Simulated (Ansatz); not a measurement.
# C₂ (singlet): wB97M-V, B2PLYP over a scan of the distance C1–C2, 6-31G

Aim: run C₂ (singlet) with these functionals over a scan of the distance C1–C2, and hold them against the top wave-function level at the same points.

The runs use Ansatz 0.2.0, Gaussian basis; 6-31G, all electrons in the functionals, frozen cores in the correlation of double hybrids and RPA.

Plan: wB97M-V, B2PLYP, at 1.004 Å; 1.103 Å; 1.246 Å; 1.390 Å; 1.541 Å; 1.720 Å; 1.968 Å; 2.351 Å; 2.698 Å; 3.405 Å; 4.220 Å.

33 further runs of the same task are left out: 6 for a known fault of the program, 25 that didn't finish, 2 set aside as unsound or not needed.

## 1. The system

The geometry derives from a PBE0/def2-TZVP stationary point (not a proven minimum). One bond is set to the value named and the two fragments are kept rigid.

2 atoms, charge 0, spin multiplicity 1.

Atoms are counted from 1 here; the program's logs count them from 0.

Bond lengths: C1–C2 1.246 Å.

No dispersion term is added; wB97M-V holds VV10 nonlocal correlation.

The geometry shown and the zero of energy belong to the point 1.246 Å. The yardstick, FCI, and other wave-function levels (R restricted, U unrestricted, valence and pair active spaces) come from earlier runs.

## 2. wB97M-V, 1.004 Å

Contents of in.yaml:

```yaml
crystal:
  periodic: [false, false, false]
  atoms:
    - {symbol: C, position_ang: [0.000000, 0.000000, 0.000000]}
    - {symbol: C, position_ang: [0.000000, 0.000000, 1.004000]}
basis:
  gaussian: {orbitals: 6-31G}
magnetization: {spin_polarized: true, initial_magnetization: 0}
hamiltonian: {xc: {name: wB97M-V}}
output: {orbitals: {seedname: orbitals}}
```

Launch:

```sh
> ansatz run in.yaml --threads 1 --pin off --events-out ev --progress --plain --max-ram 2393MiB
```

Further steps of the session: wB97M-V, 1.103 Å; wB97M-V, 1.246 Å; wB97M-V, 1.390 Å; wB97M-V, 1.541 Å; wB97M-V, 1.720 Å; wB97M-V, 1.968 Å; wB97M-V, 2.351 Å; wB97M-V, 2.698 Å; wB97M-V, 3.405 Å; wB97M-V, 4.220 Å; B2PLYP, 1.004 Å; B2PLYP, 1.103 Å; B2PLYP, 1.246 Å; B2PLYP, 1.390 Å; B2PLYP, 1.541 Å; B2PLYP, 1.720 Å; B2PLYP, 1.968 Å; B2PLYP, 2.351 Å; B2PLYP, 2.698 Å; B2PLYP, 3.405 Å; B2PLYP, 4.220 Å.

Before running them: what should the planned runs give, taken together? Wanted: span of the FCI curve; largest miss, wB97M-V; largest miss, B2PLYP.

**Answer**, as computed:

| quantity | value |
| --- | --- |
| span of the FCI curve | 131.7 kcal/mol |
| largest miss, wB97M-V | -18.7 kcal/mol (1.004 Å) |
| largest miss, B2PLYP | -16.2 kcal/mol (1.004 Å) |

**Reading.** Of the functionals, B2PLYP keep the smallest largest miss at the points compared (at most 16.2 kcal/mol) and wB97M-V strays most (18.7 kcal/mol, at 1.004 Å). wB97M-V, B2PLYP clearly break the spin symmetry at some points (⟨S²⟩ up to 2.00 above the pure value), so energy there is bought with a mixed spin. Functionals and the yardstick converge differently with the basis, so part of each miss in 6-31G is the basis.
